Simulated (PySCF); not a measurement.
Simulated Si 2p region for `F[Si]F`, binding energy against the vacuum level.

Every computed line was given a Gaussian of 0.5 eV full width at half maximum and an area set by the number of equivalent atoms (split 2:1 within a doublet); the highest printed point is 100. Computed, not measured: PySCF, delta-SCF UKS SCAN, pcX-2 on the ionised atom, pcseg-1 elsewhere, spin-free X2C.

(binding energy (eV), intensity): (109.4, 1), (109.5, 3), (109.6, 9), (109.7, 22), (109.8, 45), (109.9, 73), (110.0, 95), (110.1, 100), (110.2, 86), (110.3, 64), (110.4, 48), (110.5, 44), (110.6, 49), (110.7, 51), (110.8, 45), (110.9, 33), (111.0, 19), (111.1, 9), (111.2, 3), (111.3, 1), (111.4, 0)

Question: How many maxima does the curve show, and how many computed lines lie under it?

Answer: The curve has 2 maxima (at 110.1 and 110.7 eV). Under it lie 2 lines from 1 inequivalent silicon site, drawn as a 2p3/2, 2p1/2 pair.

Question: Decompose the envelope and assign each component. Bonds: Si1–F2, Si1–F3.

Answer: 
| position (eV) | relative area | line | atoms | environment |
| --- | --- | --- | --- | --- |
| 110.07 | 0.67 | Si 2p3/2 | Si1 | silicon bonded to 2 F |
| 110.70 | 0.33 | Si 2p1/2 | Si1 | silicon bonded to 2 F |

Question: What are the centre and the root-mean-square width of the whole band?

Answer: The area-weighted mean of the lines is 110.28 eV. Their own spread about it is 0.30 eV (rms) and each Gaussian has σ = 0.5/2.355 = 0.21 eV; the variances add, which gives 0.37 eV.

No satellites, vibrations or lifetime broadening are included. Spin–orbit coupling isn't in the SCF: each 2p doublet comes from a relaxed spin-free hole plus a matrix of the shell (mean-field spin–orbit coupling and the ground-state 2p splitting), with 2p3/2 averaged over its two sublevels. 2p1/2 minus 2p3/2 (ligand field included): Si 0.63 eV. Geometry: PBE0-D3(BJ)/def2-SVP; no solvent, vibrations or thermal averaging.

Time: 2.9 s wall. Hardware: Arm Neoverse V1, one thread, no GPU, shared host.
